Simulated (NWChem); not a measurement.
# One shape, several levels: [Si2NH6]− (SMILES [SiH3][N-][SiH3])

Aim: a comparison of 5 runs (HF/STO-3G, HF/3-21G, B3LYP/6-31G*, CCSD/6-311+G**) of [Si2NH6]−. 

Program for the calculation: NWChem 7.3.0.

## Step 1: Starting point

[Si2NH6]−: 9 atoms, total charge -1, spin state singlet. As SMILES, `[SiH3][N-][SiH3]`. Geometry: relaxed at GFN2-xTB.

Bond lengths: Si1–N2 1.666 Å, N2–Si3 1.666 Å, Si1–H4 1.502 Å, Si1–H5 1.492 Å, Si1–H6 1.503 Å, Si3–H7 1.491 Å, Si3–H8 1.502 Å, Si3–H9 1.503 Å. Some angles: Si1–N2–Si3 137.5°, N2–Si1–H4 118.4°, N2–Si1–H5 108.4°, N2–Si1–H6 118.4°, N2–Si3–H7 108.4°, N2–Si3–H8 118.4°, N2–Si3–H9 118.4°, H4–Si1–H5 104.3°, H4–Si1–H6 101.4°, H5–Si1–H6 104.3°.

## Step 2: Energy and gradient at HF/STO-3G (run 1)

h6nsi2.xyz

```xyz
9
H6NSi2 hf
Si    -0.698360     1.051130    -0.905720
N      0.561900     0.137260    -0.312440
Si     0.788820    -1.029780     0.854400
H     -1.847020     0.341040    -1.563290
H     -0.166370     1.952870    -1.968090
H     -1.418720     1.972850     0.037610
H      2.232040    -1.405700     0.869370
H      0.066700    -2.338580     0.704540
H      0.481000    -0.681090     2.283590
```

h6nsi2.nw

```
start h6nsi2
title "H6NSi2 hf"
memory total 2200 mb
charge -1

geometry units angstroms noautosym nocenter noautoz
 load h6nsi2.xyz
end

basis "ao basis" spherical bse
 * library STO-3G
end

scf
 thresh 1e-08
 maxiter 80
end

task scf gradient
```

Launch:

```console
nwchem h6nsi2.nw > h6nsi2.out
```

The program printed:

```text
[...]
  functions       =    29
[...]
  wavefunction    = RHF
[...]
         Total SCF energy =   -628.230532944819
      One-electron energy =  -1178.133318586275
      Two-electron energy =    402.609911234964
 Nuclear repulsion energy =    147.292874406492
        Time for solution =      2.2s
[...]
                         RHF ENERGY GRADIENTS
    atom               coordinates                        gradient
                 x          y          z           x          y          z
   1 Si     -1.319709   1.986348  -1.711563    0.008730   0.002918  -0.006158
   2 N       1.061837   0.259384  -0.590426   -0.007948  -0.002004   0.004473
   3 Si      1.490654  -1.946002   1.614582    0.009993   0.001368  -0.004762
   4 H      -3.490362   0.644472  -2.954190   -0.018688  -0.015767  -0.009223
   5 H      -0.314394   3.690389  -3.719151    0.015230   0.013863  -0.018158
   6 H      -2.680992   3.728146   0.071073   -0.011062   0.013624   0.019749
   7 H       4.217944  -2.656388   1.642871    0.026936  -0.002643  -0.004265
   8 H       0.126045  -4.419275   1.331388   -0.015288  -0.020688  -0.005161
   9 H       0.908958  -1.287073   4.315359   -0.007904   0.009329   0.023505
[...]
```

Run time: 3.9 s. Hardware: 1 thread of Intel Xeon Platinum 8259CL at 2.50GHz (Skylake/Cascade Lake), shared host; peak memory 0.099 GiB.

## Step 3: Energy and gradient at HF/3-21G (run 2)

run.py

```python
from ase import Atoms
from ase.calculators.nwchem import NWChem

molecule = Atoms('SiNSiHHHHHH', positions=[
    [-0.698360, 1.051130, -0.905720],
    [0.561900, 0.137260, -0.312440],
    [0.788820, -1.029780, 0.854400],
    [-1.847020, 0.341040, -1.563290],
    [-0.166370, 1.952870, -1.968090],
    [-1.418720, 1.972850, 0.037610],
    [2.232040, -1.405700, 0.869370],
    [0.066700, -2.338580, 0.704540],
    [0.481000, -0.681090, 2.283590],
])

calc = NWChem(
    label='mol',
    theory='scf',
    memory='2200 mb',
    basis='3-21G',
    basispar='spherical bse',
    charge=-1,
    scf={'nopen': '0', 'rhf': None, 'thresh': '1e-08', 'maxiter': '80', 'print': 'low'},
)
molecule.calc = calc

forces = molecule.get_forces()
e = molecule.get_potential_energy()
print(f"E = {e:.6f} eV")
print("forces (eV/A):")
for s, f in zip(molecule.symbols, forces):
    print(f"{s:2s} {f[0]:10.5f} {f[1]:10.5f} {f[2]:10.5f}")
```

Launch:

```console
export ASE_NWCHEM_COMMAND="nwchem PREFIX.nwi > PREFIX.nwo"
python run.py
```

The program printed:

```text
E = -17208.558461 eV
forces (eV/A):
Si    0.62982    0.22883   -0.40973
N    -0.50990   -0.12552    0.27413
Si    0.70813    0.10917   -0.31151
H    -0.40181   -0.11781   -0.21854
H    -0.26976    0.45575   -0.39261
H    -0.28133    0.30622    0.19957
H     0.36211   -0.42598    0.35265
H    -0.17345   -0.43184    0.05281
H    -0.06387    0.00118    0.45329
```

The calculator wrote mol.nwi:

```
title "mol"

permanent_dir mol

scratch_dir mol

start mol

geometry units angstrom nocenter noautosym noautoz
  Si -6.9835999999999998e-01 1.0511299999999999e+00 -9.0571999999999997e-01
  N  5.6189999999999996e-01 1.3725999999999999e-01 -3.1244000000000000e-01
  Si 7.8881999999999997e-01 -1.0297799999999999e+00 8.5440000000000005e-01
  H  -1.8470200000000001e+00 3.4104000000000001e-01 -1.5632900000000001e+00
  H  -1.6636999999999999e-01 1.9528700000000001e+00 -1.9680899999999999e+00
  H  -1.4187200000000000e+00 1.9728500000000000e+00 3.7609999999999998e-02
  H  2.2320400000000000e+00 -1.4056999999999999e+00 8.6936999999999998e-01
  H  6.6699999999999995e-02 -2.3385799999999999e+00 7.0454000000000006e-01
  H  4.8099999999999998e-01 -6.8108999999999997e-01 2.2835899999999998e+00
end

charge -1

memory 2200 mb

basis spherical bse noprint
   * library 3-21G
end

scf
  nopen 0
  rhf
  thresh 1e-08
  maxiter 80
  print low
end

task scf gradient
```

mol.nwo:

```text
Northwest Computational Chemistry Package (NWChem) 7.3.0
             --------------------------------------------------------

           Job information
           ---------------

    nwchem branch   = 7.3.0
    use scalapack   = T
    input           = mol.nwi
    prefix          = mol.
    data base       = mol/mol.db
    status          = startup
    nproc           =        1

           Memory information
           ------------------

    heap     =     72089594 doubles =      550.0 Mbytes
    stack    =     72089599 doubles =      550.0 Mbytes
    global   =    144179200 doubles =     1100.0 Mbytes (distinct from heap & stack)
    total    =    288358393 doubles =     2200.0 Mbytes
    verify   = yes
    hardfail = no

[... 37 lines left out ...]
            Nuclear Dipole moment (a.u.)
[... 72 lines left out ...]
       Final RHF  results
       ------------------

         Total SCF energy =   -632.402864195331
      One-electron energy =  -1177.431699784980
      Two-electron energy =    397.735961183157
 Nuclear repulsion energy =    147.292874406492

        Time for solution =      3.0s

                              NWChem Gradients Module
                              -----------------------

                         RHF ENERGY GRADIENTS

    atom               coordinates                        gradient
                 x          y          z           x          y          z
   1 Si     -1.319709   1.986348  -1.711563   -0.012248  -0.004450   0.007968
   2 N       1.061837   0.259384  -0.590426    0.009916   0.002441  -0.005331
   3 Si      1.490654  -1.946002   1.614582   -0.013771  -0.002123   0.006058
[... 5 lines of this table left out ...]
   9 H       0.908958  -1.287073   4.315359    0.001242  -0.000023  -0.008815

 Task  times  cpu:        3.8s     wall:        3.8s
 Total times  cpu:        3.9s     wall:        3.9s
```

It took 5.4 s on 1 thread of Intel Xeon Platinum 8259CL at 2.50GHz (Skylake/Cascade Lake), shared host; peak memory 0.099 GiB.

Runs 3 to 4 aren't shown in full; the table further down has their settings and results.

## Step 4: A single-point energy at CCSD/6-311+G(d,p) (run 5)

h6nsi2.nw

```
start h6nsi2
title "H6NSi2"
memory total 2200 mb
charge -1
geometry units angstrom noautosym nocenter noautoz
 Si    -0.698360     1.051130    -0.905720
 N      0.561900     0.137260    -0.312440
 Si     0.788820    -1.029780     0.854400
 H     -1.847020     0.341040    -1.563290
 H     -0.166370     1.952870    -1.968090
 H     -1.418720     1.972850     0.037610
 H      2.232040    -1.405700     0.869370
 H      0.066700    -2.338580     0.704540
 H      0.481000    -0.681090     2.283590
end
basis spherical bse
 * library 6-311+G**
end
scf
 singlet
 rhf
 thresh 1e-08
 maxiter 80
end
ccsd
 freeze core 11
 maxiter 60
end
task ccsd
```

Launch:

```console
nwchem h6nsi2.nw > h6nsi2.out
```

The program printed:

```text
[...]
  functions       =   118
[...]
  wavefunction    = RHF
[...]
         Total SCF energy =   -635.865914319877
      One-electron energy =  -1181.794697047252
      Two-electron energy =    398.635908320882
 Nuclear repulsion energy =    147.292874406492
        Time for solution =     42.9s
[...]
 Total MP2 energy:           -636.272109850494758
[...]
             energy      energy      error      ampl     ampl      Block
                                                time     time      time
[...]
 Total CCSD energy:           -636.315059524979688
[...]
```

Run time: 8.7 min. Hardware: 1 thread of Intel Xeon Platinum 8259CL at 2.50GHz (Skylake/Cascade Lake), shared host; peak memory 0.25 GiB.

## Step 5: Overview of the runs

```csv
run,level,Cartesian functions,iteration cap,energy (Eh),HOMO energy (eV),LUMO energy (eV),HOMO–LUMO gap (eV),wall time
1,HF/STO-3G,no,80,-628.230533,1.67,19.69,18.02,3.9 s
2,HF/3-21G,no,80,-632.402864,–,–,–,5.4 s
3,B3LYP/6-31G* (Cartesian functions),yes,100,-637.390531,–,–,–,61 s
4,B3LYP/6-31G* (spherical functions),no,100,-637.385934,-0.56,5.73,6.30,50 s
5,CCSD/6-311+G**,no,80,-636.315060,-4.20,4.86,9.06,8.7 min
```

## Step 6: Results

| quantity | value |
| --- | --- |
| run 5: total energy | -636.31506 Eh |
| run 5: HOMO energy (Hartree–Fock orbitals) | -4.20 eV |
| run 5: LUMO energy (Hartree–Fock orbitals) | 4.86 eV |
| run 5: HOMO–LUMO gap (to an unbound level, set by the basis) | 9.06 eV |
| run 5: correlation energy (11 core orbitals frozen) | -449.1 mEh |

In run 1 the HOMO lies above zero, so the outermost electron may be held by the basis alone. In run 1 the basis is minimal, so the values are rough. All runs together took 11 min, the longest 8.7 min.
